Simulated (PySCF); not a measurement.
tetrafluoroethylene (C2F4), SMILES FC(F)=C(F)F. Coordinates come from a PBE-D3(BJ)/def2-SVP optimisation.

Computed equilibrium geometry at PBE-D3(BJ)/def2-SVP (PySCF confirms it by a frequency run) as bond lengths and angles, and its point group:
point group D2h.
Atoms: F1 C2 F3 C4 F5 F6. Bond lengths (Å): F1–C2 1.324, C2–F3 1.324, C2–C4 1.344, C4–F5 1.324, C4–F6 1.324. Angles (°): F1–C2–F3 113.8, F1–C2–C4 123.1, F3–C2–C4 123.1, C2–C4–F5 123.1, C2–C4–F6 123.1, F5–C4–F6 113.8.
